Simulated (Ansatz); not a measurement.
# FH2MgSi+: functionals against CCSD(T) at one geometry

The atoms stand at a structure displaced at random from a GFN2-xTB minimum. How far do the functionals agree with CCSD(T) there?

The runs use Ansatz 0.2.0, Gaussian basis; single points in def2-TZVPP.

Correlated methods freeze the cores. The outer core shell of Li, Na, Mg and K is correlated.

### Step 1. Starting geometry

SMILES `[F][Mg][SiH2+]`, 5 atoms, charge 1, spin multiplicity 1.

Atoms are counted from 1 here; the program's logs count them from 0.

Bond lengths: F1–Mg2 1.582 Å, Mg2–Si3 2.571 Å, Si3–H4 1.562 Å, Si3–H5 1.484 Å. Angles: F1–Mg2–Si3 173.5°, Mg2–Si3–H4 133.7°, Mg2–Si3–H5 125.8°, H4–Si3–H5 100.3°.

Coordinates:

```xyz
5

F    -0.12750   -2.17390    2.32580
Mg   -0.03410   -1.18740    1.09290
Si    0.03580    0.62680   -0.72770
H    -0.62180    0.76550   -2.13790
H     0.88650    1.84220   -0.71080
```

### Step 2. CCSD(T)/def2-TZVPP

File run/in.yaml:

```yaml
crystal:
  periodic: [false, false, false]
  atoms:
    - {symbol: F, position_ang: [-0.127500, -2.173900, 2.325800]}
    - {symbol: Mg, position_ang: [-0.034100, -1.187400, 1.092900]}
    - {symbol: Si, position_ang: [0.035800, 0.626800, -0.727700]}
    - {symbol: H, position_ang: [-0.621800, 0.765500, -2.137900]}
    - {symbol: H, position_ang: [0.886500, 1.842200, -0.710800]}
basis:
  gaussian: {orbitals: def2-TZVPP}
total_charge: 1
correlation: {method: ccsd_t}
output: {forces: true}
```

The command line of these runs was not kept.

### Step 3. PBE0-D4/def2-TZVPP

run/in.yaml: that of step 2 with these lines changed.

```diff
@@ -11,3 +11,3 @@
 total_charge: 1
-correlation: {method: ccsd_t}
-output: {forces: true}
+hamiltonian: {xc: pbe0, dispersion: d4}
+output: {forces: true, orbitals: {seedname: orbitals}}
```

### Step 4. wB97M-V/def2-TZVPP

run/in.yaml: that of step 3 with these lines changed.

```diff
@@ -11,3 +11,3 @@
 total_charge: 1
-hamiltonian: {xc: pbe0, dispersion: d4}
-output: {forces: true, orbitals: {seedname: orbitals}}
+hamiltonian: {xc: {name: wB97M-V}}
+output: {forces: true}
```

### Step 5. r2SCAN-D4/def2-TZVPP

run/in.yaml: that of step 4 with these lines changed.

```diff
@@ -11,3 +11,3 @@
 total_charge: 1
-hamiltonian: {xc: {name: wB97M-V}}
+hamiltonian: {xc: r2scan, dispersion: d4}
 output: {forces: true}
```

### Step 6. PBE-D4/def2-TZVPP

run/in.yaml: that of step 5 with these lines changed.

```diff
@@ -11,3 +11,3 @@
 total_charge: 1
-hamiltonian: {xc: r2scan, dispersion: d4}
+hamiltonian: {xc: pbe, dispersion: d4}
 output: {forces: true}
```

### Step 7. wB97X-V/def2-TZVPP

run/in.yaml: that of step 6 with these lines changed.

```diff
@@ -11,3 +11,3 @@
 total_charge: 1
-hamiltonian: {xc: pbe, dispersion: d4}
+hamiltonian: {xc: {name: wB97X-V}}
 output: {forces: true}
```

### Step 8. revPBE-D4/def2-TZVPP

run/in.yaml: that of step 7 with these lines changed.

```diff
@@ -11,3 +11,3 @@
 total_charge: 1
-hamiltonian: {xc: {name: wB97X-V}}
+hamiltonian: {xc: {name: revPBE}, dispersion: d4}
 output: {forces: true}
```

(Steps that only read results are left out.)

Q: Predict the outcome of this session. Wanted: energy less free atoms, CCSD(T)/def2-TZVPP; RMS force component; RMS force error; HOMO and LUMO, PBE0-D4; T1 diagnostic.

**Answer**, as computed:

| quantity | value |
| --- | --- |
| energy less free atoms, CCSD(T)/def2-TZVPP | -465.2 kJ/mol |
| RMS force component | 1.761 to 1.963 eV/Å over the methods |
| RMS force error | PBE0-D4 0.060, wB97M-V 0.053, r2SCAN-D4 0.046, PBE-D4 0.213, wB97X-V 0.058, revPBE-D4 0.257 eV/Å |
| HOMO and LUMO, PBE0-D4 | -14.61 and -9.71 eV |
| T1 diagnostic | 0.011 |

**Reading.** Against CCSD(T) the functionals' energies less atoms differ by -47.3 to +7.4 kJ/mol, PBE-D4 by -17.7 kJ/mol. The reference is not at the basis limit: in triple zeta CCSD(T) underbinds, which counts against methods that bind more; the gaps are no ranking. For forces r2SCAN-D4 does best and revPBE-D4 worst. Frozen-core CCSD(T) forces in triple zeta carry basis errors of their own, and this is one geometry, so small gaps rank nothing.
